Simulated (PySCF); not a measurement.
Compound: C₆H₁₁ (doublet state).
Atom-mapped SMILES: `[CH3:1][C@@H:2]1[CH:3][C@@H:4]([CH3:5])[CH2:6]1` (hydrogens: H7, H8, H9 on C1; H10 on C2; H11 on C3; H12 on C4; H13, H14, H15 on C5; H16, H17 on C6)

Method: UKS B3LYP, pcH-1 on C H, non-relativistic, mean-field spin-orbit, GIAO in PySCF 2.14.0. Geometry: GFN2-xTB; no solvent, vibrations or thermal averaging. Couplings are sensitive to structure, and on GFN2-xTB geometries they can be far from those on DFT ones. The SCF solution wasn't tested for stability.

Question: What is the g tensor, term by term?

Answer: 
```tsv
Δg (ppm)	1	2	3
relativistic mass correction	-143	-143	-143
gauge correction	9	36	27
orbital Zeeman/spin–orbit	-38	576	588
total	-172	469	472
```

So g = 2.00215, 2.00279, 2.00279 and g_iso = 2.00258; the tensor is close to axial: the two nearest values differ by under 1 % of g3 − g1. 

Question: Average each term over the three axes. Which is largest in size?

Answer: The orbital-Zeeman/spin–orbit term 376, the mass correction -143 and the gauge correction 24 ppm, for a total of 256 ppm. The orbital-Zeeman/spin–orbit term is the largest in size. The mass correction is the same along every axis, so the anisotropy comes from the other two: their spans along these axes are 28 (gauge) and 626 ppm (orbital Zeeman/spin–orbit).

Question: What effective moment and Curie constant follow for a powder?

Answer: With the mean of g² = 4.0103 and S(S+1) = 0.75: μ_eff = √(⟨g²⟩S(S+1)) = 1.734 μB and χT = 0.12505·⟨g²⟩·S(S+1) = 0.376 cm³ K/mol (cgs; spin-Hamiltonian part alone).

Question: What are the electron Larmor frequencies g μB B/h along the three axes at 340 mT?

Answer: 9.5277, 9.5307, 9.5307 GHz for g1, g2 and g3, a range of 3.1 MHz.

Question: In a frozen sample, at which fields do the three g values resonate at 9.5, 34, 94 and 263 GHz (hyperfine left aside), and which band first spreads them over more than twice a line width of 0.3 mT?

Answer: 
| band | GHz | B(g3) mT | B(g2) mT | B(g1) mT | spread mT |
| --- | --- | --- | --- | --- | --- |
| X | 9.5 | 338.90 | 338.90 | 339.01 | 0.11 |
| Q | 34.0 | 1212.92 | 1212.92 | 1213.31 | 0.39 |
| W | 94.0 | 3353.36 | 3353.37 | 3354.44 | 1.08 |
| J | 263.0 | 9382.28 | 9382.30 | 9385.30 | 3.02 |

The spread grows in proportion to the frequency. W band is the first where it exceeds 0.6 mT.

The Mulliken spin populations are largest on C3 (+1.01), C4 (-0.08) and C2 (-0.08). No atom but C3 exceeds +0.15. The positive populations add up to 1.21 and the negative ones to -0.21, together 2S = 1. The angles at C3 add up to 359.9°, so it is planar; its axial dipolar tensor and the negative coupling of its proton fit spin in a p orbital normal to that plane.

The HOMO–LUMO gaps are 6.49 eV among the α and 6.68 eV among the β orbitals.
